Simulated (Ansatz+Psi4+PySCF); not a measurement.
Results of a calculation; reference values are marked as such.
## Ansatz (development build ahead of 0.2.0) run

```yaml
crystal:
  periodic: [false, false, false]
  atoms:
    - { symbol: "N", position_ang: [0.11649, 0.0, -5.0] }
    - { symbol: H, position_ang: [-0.27181, 0.93973, -5.0] }
    - { symbol: H, position_ang: [-0.27181, -0.46986, -4.18617] }
    - { symbol: H, position_ang: [-0.27181, -0.46986, -5.81383] }
    - { symbol: "N", position_ang: [-0.11649, 0.0, 5.0] }
    - { symbol: H, position_ang: [0.27181, -0.93973, 5.0] }
    - { symbol: H, position_ang: [0.27181, 0.46986, 4.18617] }
    - { symbol: H, position_ang: [0.27181, 0.46986, 5.81383] }
basis:
  gaussian: { orbitals: cc-pVTZ }
total_charge: 1
magnetization:
  spin_polarized: true
  initial_magnetization: 1
hamiltonian:
  xc: hf
correlation:
  method: mp2
  frozen_orbitals: { H: 0, "N": 1 }
```

The input is written out in the form of the current development build from the run's settings.

Output:

```json
{"Converged": "yes", "Reference energy": "-112.09139 hartree", "Correlation energy": "-0.41545 hartree", "Total energy": "-112.50684 hartree", "Spin squared of the determinant": "0.758", "Stability test": "minimum"}
```

Caution: MP2 on this radical cation hangs on the determinant chosen; the charge can sit on one fragment and break the point group; the determinant breaks the point group; another reference gives a lower total.
